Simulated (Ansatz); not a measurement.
Input for Ansatz (development build ahead of 0.2.0):

```yaml
crystal:
  periodic: [false, false, false]
  atoms:
    - { symbol: C, position_ang: [0.0, 0.0, 0.0] }
    - { symbol: C, position_ang: [0.0, 0.0, 1.52] }
    - { symbol: O, position_ang: [0.0, 1.36001, -0.44189] }
    - { symbol: H, position_ang: [-0.88183, -0.51833, -0.37659] }
    - { symbol: H, position_ang: [0.88183, -0.51833, -0.37659] }
    - { symbol: H, position_ang: [0.0, -1.02748, 1.88385] }
    - { symbol: H, position_ang: [0.88982, 0.51374, 1.88385] }
    - { symbol: H, position_ang: [-0.88982, 0.51374, 1.88385] }
    - { symbol: H, position_ang: [0.0, 1.38527, -1.40656] }
basis:
  gaussian: { orbitals: def2-SVP }
hamiltonian:
  xc: hf
correlation:
  method: mp2
  frozen_orbitals: { C: 1, H: 0, O: 1 }
```

The input is written out in the form of the current development build from the run's settings.

Output:

| Quantity | Value |
| --- | --- |
| Converged | yes |
| Reference energy | -153.96627 hartree |
| Correlation energy | -0.47931 hartree |
| Total energy | -154.44558 hartree |
| Spin squared of the determinant | 0.000 |
